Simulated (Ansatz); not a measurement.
# BePH₂+ (quintet): the correlation ladder, def2-QZVPP

One table from this session's results is given with a row withheld; the runs are named, their logs left out.

The runs use Ansatz 0.2.0, Gaussian basis; def2-QZVPP, core rule «outside noble gas», up to 6 orbitals frozen.

Plan: UHF; ROHF; CCSD(T) on UHF.

## The geometry

The geometry is a PBE0/def2-TZVP stationary point (not a proven minimum) of the parent state, kept for this charge and spin.

4 atoms, charge 1, spin multiplicity 5.

Atoms are counted from 1 here; the program's logs count them from 0.

Bond lengths: P1–Be2 2.362 Å, P1–H3 1.434 Å, Be2–H4 1.404 Å. Angles: Be2–P1–H3 78.1°, P1–Be2–H4 72.5°.

The first run:

File in.yaml:

```yaml
crystal:
  periodic: [false, false, false]
  atoms:
    - {symbol: P, position_ang: [0.000000, -0.077599, 0.555021]}
    - {symbol: Be, position_ang: [0.000000, 0.243011, -1.784965]}
    - {symbol: H, position_ang: [0.000000, 1.352773, 0.453405]}
    - {symbol: H, position_ang: [0.000000, -1.140996, -1.549372]}
basis:
  gaussian: {orbitals: "def2-QZVPP.json"}
total_charge: 1
magnetization: {spin_polarized: true, initial_magnetization: 4}
hamiltonian: {xc: hf}
output: {orbitals: {seedname: orbitals}}
```

Launch:

```bash
ansatz run in.yaml --threads 1 --pin off --events-out ev --progress --plain --max-ram 2393MiB
```

Among the steps run: UHF; ROHF; CCSD(T) on UHF.

One table of the session follows, with a row left open; its other results are not shown here.

It belongs to the step «Misses and costs». 

```
  method  from UCCSD(T) (meV)
    ROHF              +4687.4
     UHF              +4474.9
    UMP2                    ?
   UCCSD               +197.7
UCCSD(T)                    0
```

Estimate the missing values for UMP2.

**Answer.** from UCCSD(T) (meV): +926.3. In the column «from UCCSD(T) (meV)» it lies between UCCSD (+197.7) and UHF (+4474.9).
